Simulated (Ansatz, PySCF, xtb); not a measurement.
Noncovalent pair: CH4 (SMILES C) (first 5 atoms) with CH4 (SMILES C); geometry from NCB31 set.
(charge 0, multiplicity 1):
```xyz
10

C      0.000     0.000     1.807
H      0.000     1.027     1.442
H     -0.889    -0.513     1.442
H      0.000     0.000     2.897
H      0.889    -0.513     1.442
C      0.000     0.000    -1.807
H      0.889     0.513    -1.442
H      0.000     0.000    -2.897
H     -0.889     0.513    -1.442
H      0.000    -1.027    -1.442
```

Monomers are frozen at their geometry in the pair; levels with a basis set take the counterpoise correction. Rows marked so take none.

Rows in 6-31G* carry no dispersion term and start afresh at each structure (6-31G* with six Cartesian d functions).

Codes used: Ansatz (a program for electronic structure) with Gaussian orbitals; PySCF for 6-31G* rows; xtb for the GFN methods. Each number belongs to the level named beside it.

Task: One of these levels gives 0.71 kcal/mol for the interaction energy. Which?
A) PBE/def2-TZVPPD
B) GFN-FF
C) B3LYP/6-31G* (no counterpoise)
D) BP86/6-31G* (no counterpoise)

Result: D, BP86/6-31G* (no counterpoise). The others give -0.47 (GFN-FF), -0.01 (PBE/def2-TZVPPD), 0.30 (B3LYP/6-31G* (no counterpoise))
